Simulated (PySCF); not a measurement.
# One molecule, many functionals

C4H7ClO.
Cartesian coordinates in Å at the PBE0-D3(BJ)/def2-SVP level; atoms count from 1:
```xyz
13
C4H7ClO angstrom
C      1.6618   -0.9860    0.4624
O      0.2652   -1.0049    0.5685
C     -0.3031    0.2392    0.4270
C     -1.7172    0.2917   -0.0415
C     -0.6136    0.7407   -0.9521
Cl    -0.4263    2.4459   -1.3328
H      2.0187   -2.0179    0.5813
H      1.9950   -0.6033   -0.5207
H      2.1240   -0.3586    1.2481
H      0.0200    0.9986    1.1554
H     -2.1941   -0.6614   -0.2848
H     -2.3709    1.0534    0.3893
H     -0.3511    0.0929   -1.7923
```

Linear-response calculations in the def2-SVPD basis (PySCF; singlets by full response, triplets Tamm–Dancoff, core orbitals frozen in the response; HF means time-dependent Hartree–Fock). 'Strongest' is the level of largest summed f among the singlets computed (10 roots, of which the last may lack a degenerate partner); it can jump between rows when another state enters that window. S1 is the lowest singlet of each run and needn't be the same state throughout; f(S1) is that of one state. One conformer (not necessarily the lowest) at the PBE0-D3(BJ)/def2-SVP geometry, without solvent, vibrations or thermal averaging.

| functional | kind | S1 (eV) | f(S1) | strongest (eV) | T1 (eV) | HOMO (eV) | gap (eV) | ionisation energy, ΔSCF (eV) |
| --- | --- | --- | --- | --- | --- | --- | --- | --- |
| LDA | LDA | 5.63 | 0.013 | 7.12 | 5.29 | -6.10 | 5.43 | 9.08 |
| PBE | GGA | 5.66 | 0.014 | 7.05 | 5.27 | -5.98 | 5.48 | 8.93 |
| B3LYP | global hybrid, 20% exact exchange | 6.30 | 0.008 | 7.29 | 5.82 | -7.16 | 7.39 | 9.32 |
| PBE0 | global hybrid, 25% exact exchange | 6.45 | 0.007 | 7.59 | 5.90 | -7.38 | 7.88 | 9.35 |
| CAM-B3LYP | range-separated hybrid | 6.70 | 0.004 | 7.92 | 6.13 | -8.77 | 10.13 | 9.59 |
| wB97X-D | range-separated hybrid | 6.75 | 0.004 | 8.23 | 6.19 | -9.25 | 11.50 | 9.52 |
| LC-wPBE | range-separated hybrid | 7.04 | 0.003 | 8.71 | 6.35 | -10.09 | 12.54 | 9.81 |
| HF | Hartree–Fock | 7.76 | 0.002 | 9.01 | 6.95 | -10.67 | 13.35 | not settled |

What does BHandHLYP (global hybrid, 50% exact exchange) give?

S1 (eV) 6.97, f(S1) 0.003, strongest (eV) 8.23, T1 (eV) 6.35, HOMO (eV) -8.69, gap (eV) 9.91, ionisation energy, ΔSCF (eV) 9.63. S1 runs from 5.63 eV (LDA) to 7.76 eV (HF), a spread of 2.13 eV, while the orbital gap spreads over 7.9 eV. Along PBE (0%), B3LYP (20%), PBE0 (25%), BHandHLYP (50%), HF (100%) S1 rises with the share of exact exchange. −ε(HOMO) comes closest to its own ΔSCF ionisation energy with wB97X-D (-0.27 eV) and misses most with LDA (-2.98 eV). 'Not settled' means that the ion's SCF failed to converge or may have ended in another state than the lowest.
